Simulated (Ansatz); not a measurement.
Born–Oppenheimer molecular dynamics of BFH₄O (7 atoms, charge 0, multiplicity 1). It starts at the highest image of a converged band, a first-order saddle point between two minima.

Theory: Ansatz 0.2.0, RKS B3LYP-D4/6-31G*.

* ensemble: NVE (velocity Verlet)
* time step: 0.5 fs
* steps asked: 200
* starting velocities drawn for: 300 K
* seed: 6824

First frame:

```xyz
7
Properties=species:S:1:pos:R:3
B 0.069 -0.270 -0.075
F -0.046 0.104 1.554
H 1.121 0.151 -0.439
H -0.959 0.047 -0.595
O 0.133 -1.715 0.361
H -0.703 -2.171 0.178
H 0.026 -0.999 1.460
```

How far do the bonds stretch over the last three quarters of this one trajectory? (Pairs bonded in most of those frames.)


```csv
bond,mean (Å),spread (Å),shortest,longest
B1–H3,1.198,0.028,1.15,1.24
B1–H4,1.204,0.042,1.14,1.27
B1–O5,1.372,0.035,1.31,1.46
F2–H7,0.942,0.015,0.92,0.98
O5–H6,0.969,0.002,0.96,0.97
```

Mean temperature of the second half: 605 K. The conserved energy stayed within 0.19 meV per atom of its start (net change 0.17 meV per atom), so the integration is sound. The kinetic energy rose, since the run started high on the potential surface and went downhill. It ends in pieces (BH3O + FH), so much of that is their flight and rotation, not heat. A run of 0.1 ps of so small a system gives no equilibrium averages. The orbitals stay closed-shell, which can raise the energy where a bond breaks towards radicals; this wasn't checked here.

Run time: 3.8 min on 1 thread of Arm Neoverse V1 (shared host), peak memory 0.086 GiB.
